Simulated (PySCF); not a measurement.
Compound: C4H4FN.
Atom-mapped SMILES: `[CH3:1]/[C:2]([F:3])=[CH:4]\[C:5]#[N:6]` (hydrogens: H7, H8, H9 on C1; H10 on C4)

Cartesian coordinates in Å at the GFN2-xTB level; atoms count from 1:
```xyz
10
C4H4FN angstrom
C     -1.2591    0.3413    0.1109
C     -0.1992   -0.6947    0.1517
F     -0.6593   -1.9269    0.4361
C      1.1093   -0.5398   -0.0578
C      1.6755    0.7091   -0.3608
N      2.1562    1.7198   -0.6109
H     -0.8318    1.3113   -0.1240
H     -2.0036    0.0759   -0.6400
H     -1.7677    0.3873    1.0742
H      1.7886   -1.3787   -0.0020
```

The closed-shell SCF was solved with PySCF and density fitting under several settings on one GFN2-xTB geometry (grid level 2 and gas phase unless stated).

```json
{"settings": "PBE0/pcSseg-1", "basis functions": "122", "SCF cycles": "14", "E (Eh)": "-309.0147", "HOMO (eV)": "-7.98", "LUMO (eV)": "-1.32", "dipole (D)": "3.14"}
{"settings": "PBE0/def2-SVPD", "basis functions": "155", "SCF cycles": "14", "E (Eh)": "-308.8313", "HOMO (eV)": "-8.03", "LUMO (eV)": "-1.40", "dipole (D)": "3.08"}
{"settings": "HF/cc-pVTZ", "basis functions": "236", "SCF cycles": "12", "E (Eh)": "-307.7736", "HOMO (eV)": "-10.51", "LUMO (eV)": "2.66", "dipole (D)": "3.24"}
{"settings": "revPBE/pcSseg-1, level shift 0.3 Eh", "basis functions": "122", "SCF cycles": "15", "E (Eh)": "-309.2783", "HOMO (eV)": "-6.70", "LUMO (eV)": "-2.14", "dipole (D)": "3.17"}
{"settings": "KT2/pcSseg-1, IEF-PCM chloroform, energy threshold 1e-07 Eh, damping 0.1 at the start, DIIS from the seventh cycle", "basis functions": "122", "SCF cycles": "21", "E (Eh)": "-314.2964", "HOMO (eV)": "-6.72", "LUMO (eV)": "-2.09", "dipole (D)": "3.91"}
```

Q: Estimate the row for these settings: PBE0/def2-TZVPP, start guess sap, damping 0.2 at the start, DIIS from the seventh cycle.

A: 
```json
{"settings": "PBE0/def2-TZVPP, start guess sap, damping 0.2 at the start, DIIS from the seventh cycle", "basis functions": "242", "SCF cycles": "21", "E (Eh)": "-309.1690", "HOMO (eV)": "-7.95", "LUMO (eV)": "-1.31", "dipole (D)": "3.19"}
```

Q: Over all rows, what range does the HOMO–LUMO gap span?

A: From 4.56 eV (revPBE/pcSseg-1, level shift 0.3 Eh) to 13.17 eV (HF/cc-pVTZ). The functional of the narrowest has no exact exchange, that of the widest 100 % exact exchange.

Q: And the dipole moment?

A: From 3.08 D (PBE0/def2-SVPD) to 3.91 D (KT2/pcSseg-1, IEF-PCM chloroform, energy threshold 1e-07 Eh, damping 0.1 at the start, DIIS from the seventh cycle); the largest is 1.27 times the smallest, and the median is 3.18 D.

Q: Compare two rows with the functional PBE0: PBE0/def2-TZVPP, start guess sap, damping 0.2 at the start, DIIS from the seventh cycle and PBE0/def2-SVPD. Which energy is lower, and by how much?

A: PBE0/def2-TZVPP, start guess sap, damping 0.2 at the start, DIIS from the seventh cycle (242 functions) lies 0.3377 Eh or 212 kcal/mol below PBE0/def2-SVPD (155 functions).

Cycle counts include a coarse-grid stage where the run had one. KT2 was designed for NMR shieldings or shifts; total energies of different functionals aren't comparable. At HF/cc-pVTZ the closed-shell solution lies near or past a triplet instability. Geometry: GFN2-xTB; no vibrations or thermal averaging.
